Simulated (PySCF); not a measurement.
SiBH5

The system: SiBH5, a small molecule; neutral, singlet. The structure, one conformer, was relaxed in the gas phase by PBE0-D3(BJ)/def2-SVP. No frequency run checks that it is a minimum.

SMILES: B[SiH3]

```csv
atom,x (Å),y (Å),z (Å)
Si1,-0.623,-0.534,0.077
B2,0.918,0.758,-0.053
H3,-0.211,-1.888,0.567
H4,-1.760,-0.047,0.918
H5,-1.133,-0.700,-1.327
H6,0.771,1.944,0.128
H7,2.019,0.374,-0.371
```

Shieldings: GIAO PBE0/pcSseg-2. Shifts are against computed references at the same level: H TMS (σ 31.24 ppm), Si TMS (σ 341.3 ppm). Core levels by delta-SCF with SCAN, pcX-2 on the ionised atom and pcseg-1 elsewhere, spin-free X2C (2p3/2 is the spin-free 2p value less a third of a first-order spin-orbit splitting); from the vacuum level, for chosen atoms.

**Question.** Give the shieldings and core levels atom by atom.

**Answer.** 
```csv
atoms,bonded to,σ (ppm),δ (ppm),core level (eV)
Si1,1 B + 3 H,445.5,-104.2,2p3/2 106.63
B2,1 Si + 2 H,-25.9,-,1s 196.61
H3 H4 H5,1 Si,27.45,3.79,-
H6,1 B,20.64,10.60,-
H7,1 B,20.67,10.58,-
```

Values are those of this one static structure, with the three H of a rotating XH3 group averaged; atoms that internal rotation interchanges would show their mean in an NMR spectrum.

The core-hole state of B2 is spin-contaminated (⟨S²⟩ 0.85 against 0.75 for a pure doublet), so that value and differences from it are less sure.

**Question.** By CAM-B3LYP/def2-SVPD (TDDFT singlets, Tamm-Dancoff triplets, ionisation by delta-SCF), where does absorption start, and what does vertical ionisation take?

**Answer.** The lowest singlet lies at 4.27 eV (f 0.003), the strongest of the first 6 at 6.81 eV (f 0.072), the lowest triplet at 3.43 eV; vertical ionisation takes 10.93 eV.

The 3 runs behind this took 15 s in all, one thread each of AMD EPYC 9R45 96-Core on a shared host, launched as `OMP_NUM_THREADS=1 python cluster_run.py task.json out`.
